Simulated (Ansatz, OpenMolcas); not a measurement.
## Worked example: C2H2 → 2 CH

Species: C2H2 `C#C`, singlet; CH, doublet. 

Shapes, held fixed at every level: PBE0-D4/def2-TZVP. Programs: Ansatz 0.2.0, OpenMolcas 26.06. The zero-point and thermal change to 298 K, harmonic and unscaled (PBE0-D4/def2-TZVP, UPBE0-D4/def2-TZVP), is -29.3 kJ/mol.

At CCSD(T)/def2-TZVPPD; 1 Eh = 2625.50 kJ/mol:

```
species  energy (Eh)
   C2H2   -77.189827
     CH   -38.411325
```

Problem. Work out ΔH(298 K) of the reaction at this level.

Solution. 
1. Products less reactants: 2 × (-38.411325) − [(-77.189827)] = 0.367177 Eh = +964.0 kJ/mol.
2. With the thermal change: +964.0 + (-29.3) = +934.7 kJ/mol.

Other levels give +873.7 (RPA@PBE/def2-TZVPPD) to +1121.3 kJ/mol (SVWN5/def2-TZVPPD). No measured value is set beside it here. T1 is large for CH (0.109), so single-reference values are less sure there. Spin contamination: CH (⟨S²⟩ up to 1.10). Open shells run unrestricted. The median of the other levels is +956.6 kJ/mol.
